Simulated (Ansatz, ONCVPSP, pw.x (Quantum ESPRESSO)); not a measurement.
**pw.x on bcc Re: one setting changed**

Potential: optimised norm-conserving Vanderbilt (ONCV), ONCVPSP 4.0.1.1 (patched build), PBEsol; core [Kr] 4d10 4f14, reference 5s2 5p6 5d5 6s1.75 6p0.25; waves: 5s+6s: rc 1.50 bohr, ncon 4, nbas 7, qcut 8.2 1/bohr, 2 projectors; 5p+6p: rc 1.75 bohr, ncon 4, nbas 7, qcut 9.1 1/bohr, 3 projectors, debl 3.9 Ha; 5d: rc 1.50 bohr, ncon 4, nbas 9, qcut 6 1/bohr, local; local part: the d channel; core correction: none.

The reference run (k-mesh 15³, cutoffs 70/280 Ry, Fermi–Dirac 0.01 Ry, mixing_beta 0.4, conv_thr 1e-9, no spin) gives -2.46 GPa at 14.678 Å³/atom, where all-electron LAPW gives 0.85 GPa. This run, with its own iteration cap, changes degauss to 0.002.

```
&control
  calculation='scf', prefix='x', pseudo_dir='./', outdir='./tmp', tstress=.true., disk_io='none'
/
&system
  ibrav=0, nat=1, ntyp=1, ecutwfc=70, ecutrho=280, nbnd=15,
  occupations='smearing', smearing='fd', degauss=0.002
/
&electrons
  conv_thr=1e-09, mixing_beta=0.4, electron_maxstep=70
/
ATOMIC_SPECIES
Re 1.0 Re.UPF
CELL_PARAMETERS angstrom
  -1.54241875 1.54241875 1.54241875
  1.54241875 -1.54241875 1.54241875
  1.54241875 1.54241875 -1.54241875
ATOMIC_POSITIONS crystal
Re 0.0000 0.0000 0.0000
K_POINTS automatic
15 15 15 0 0 0
```

```bash
pw.x < Re.scf.in > Re.scf.out
```

Q: How does the run end?

A: It converges in 7 iterations; the free energy moves by +36.3 meV/atom and the pressure by -0.49 GPa. In a metal, with Fermi–Dirac smearing, F lies below its zero-width value by a term in the square of the width.

```
Message from routine setup:
     using ibrav=0 with symmetry is DISCOURAGED, use correct ibrav instead
     lattice parameter (alat)  =       5.0485  a.u.
     unit-cell volume          =      99.0521 (a.u.)^3
     number of electrons       =        15.00
     number of Kohn-Sham states=           15
     kinetic-energy cutoff     =      70.0000  Ry
     charge density cutoff     =     280.0000  Ry
     scf convergence threshold =      1.0E-09
     Exchange-correlation= PBESOL
     number of k points=   120  Fermi-Dirac smearing, width (Ry)=  0.0020
     iteration #  1     ecut=    70.00 Ry     beta= 0.40
     total energy              =    -159.15185521 Ry
     estimated scf accuracy    <       0.05161987 Ry
     iteration #  2     ecut=    70.00 Ry     beta= 0.40
     total energy              =    -159.15346104 Ry
     estimated scf accuracy    <       0.00648116 Ry
     iteration #  3     ecut=    70.00 Ry     beta= 0.40
     total energy              =    -159.15426236 Ry
     estimated scf accuracy    <       0.00043001 Ry
     iteration #  4     ecut=    70.00 Ry     beta= 0.40
     total energy              =    -159.15427915 Ry
     estimated scf accuracy    <       0.00000644 Ry
     iteration #  5     ecut=    70.00 Ry     beta= 0.40
     total energy              =    -159.15428087 Ry
     estimated scf accuracy    <       0.00000014 Ry
     iteration #  6     ecut=    70.00 Ry     beta= 0.40
     total energy              =    -159.15428087 Ry
     estimated scf accuracy    <          4.5E-09 Ry
     iteration #  7     ecut=    70.00 Ry     beta= 0.40
     the Fermi energy is    24.9695 ev
!    total energy              =    -159.15428087 Ry
     estimated scf accuracy    <          7.3E-11 Ry
     smearing contrib. (-TS)   =      -0.00027107 Ry
     The total energy is F=E-TS. E is the sum of the following terms:
     one-electron contribution =     -20.41870833 Ry
     hartree contribution      =      18.78019036 Ry
     xc contribution           =     -17.05270684 Ry
     ewald contribution        =    -140.46278499 Ry
     convergence has been achieved in   7 iterations
          total   stress  (Ry/bohr**3)                   (kbar)     P=      -29.51
     Message from routine punch:
     Nothing written, as per user request (disk_io='none')
```

The run took about 34 s on one core of a shared host (Neoverse-N1, 64 threads, 124 GiB, load 53).
